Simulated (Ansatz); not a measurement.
A nudged elastic band was laid between two geometries of C3H8 + H (12 atoms, charge 0, multiplicity 2).

The calculation used UKS PBE0/def2-SVP (Ansatz 0.2.0).

| Quantity | Value |
| --- | --- |
| movable images | 5 |
| climbing image | yes |
| spring | 5.0 eV/Å² |
| optimiser | quadratic models (default) |
| start path | through a guess of the saddle point |
| force threshold | 0.05 eV/Å |
| iteration limit | 60 |
| end points | relaxed |

Image 0:

```xyz
12
Properties=species:S:1:pos:R:3
H -0.459 -0.863 0.684
C 0.329 -0.269 0.191
C 0.184 -0.388 -1.319
C 0.269 1.167 0.691
H -2.797 -2.320 1.942
H 1.284 -0.726 0.504
H 0.981 0.164 -1.843
H 0.232 -1.436 -1.652
H -0.779 0.025 -1.661
H 1.069 1.781 0.247
H 0.377 1.223 1.786
H -0.691 1.641 0.429
```

Image 6:

```xyz
12
Properties=species:S:1:pos:R:3
H -1.495 -1.495 1.193
C 0.606 -0.106 0.070
C 0.220 -0.390 -1.336
C 0.335 1.216 0.691
H -2.128 -1.836 1.447
H 1.320 -0.776 0.561
H 0.876 0.136 -2.061
H 0.282 -1.463 -1.575
H -0.807 -0.050 -1.553
H 1.023 2.001 0.313
H 0.454 1.193 1.785
H -0.685 1.570 0.465
```

Task: Which bonds break or form, and what moves?

Result: Bonds broken: H1–C2. Bonds formed: H1–H5. C3H8 + H becomes C3H7 + H2.

Task: Give the energies along the band, and the barrier.

Result: It converged. The highest image is number 3 of 0 to 6, 0.279 eV above the first end and 0.363 eV above the last; the last end lies 0.084 eV below the first. A vibrational analysis at the climbing image gives one clearly imaginary mode, 1062i cm⁻¹: a first-order saddle point.

```json
{"image": "0", "path coordinate (Å)": "0.00", "energy (eV)": "0.000", "H1–C2 (Å)": "1.10", "H1–H5 (Å)": "3.03"}
{"image": "1", "path coordinate (Å)": "0.64", "energy (eV)": "0.007", "H1–C2 (Å)": "1.10", "H1–H5 (Å)": "2.39"}
{"image": "2", "path coordinate (Å)": "1.27", "energy (eV)": "0.055", "H1–C2 (Å)": "1.11", "H1–H5 (Å)": "1.73"}
{"image": "3", "path coordinate (Å)": "1.91", "energy (eV)": "0.279", "H1–C2 (Å)": "1.37", "H1–H5 (Å)": "0.94"}
{"image": "4", "path coordinate (Å)": "2.43", "energy (eV)": "0.025", "H1–C2 (Å)": "1.95", "H1–H5 (Å)": "0.78"}
{"image": "5", "path coordinate (Å)": "2.95", "energy (eV)": "-0.071", "H1–C2 (Å)": "2.40", "H1–H5 (Å)": "0.77"}
{"image": "6", "path coordinate (Å)": "3.47", "energy (eV)": "-0.084", "H1–C2 (Å)": "2.76", "H1–H5 (Å)": "0.76"}
```

Task: What is the geometry of the highest image?

Result: 
```xyz
12
Properties=species:S:1:pos:R:3:forces:R:3
H -0.765 -0.970 0.785 0.04 0.02 -0.01
C 0.275 -0.293 0.215 0.00 0.01 0.00
C 0.091 -0.469 -1.265 -0.01 -0.01 0.00
C 0.178 1.102 0.762 -0.01 0.00 0.01
H -1.505 -1.409 1.157 -0.03 -0.01 0.01
H 1.117 -0.871 0.626 -0.01 0.00 0.00
H 0.910 0.016 -1.827 0.00 0.00 0.00
H 0.080 -1.531 -1.553 0.00 0.00 0.00
H -0.852 -0.013 -1.610 0.00 0.00 0.00
H 1.008 1.732 0.392 0.00 0.00 0.00
H 0.224 1.115 1.862 0.00 0.00 0.00
H -0.761 1.591 0.455 0.00 0.00 0.00
```

Task: What are the harmonic wavenumbers there?

Result: 1062i, 190, 212, 301, 332, 377, 818, 899, 916, 932, 1102, 1121, 1175, 1198, 1199, 1343, 1392, 1402, 1449, 1457, 1463, 1465, 1754, 3030, 3033, 3111, 3115, 3123, 3151, 3153 cm⁻¹.

The run took 2.4 min on 2 threads of Arm Neoverse V1, with other jobs on the host, peak memory 0.21 GiB.
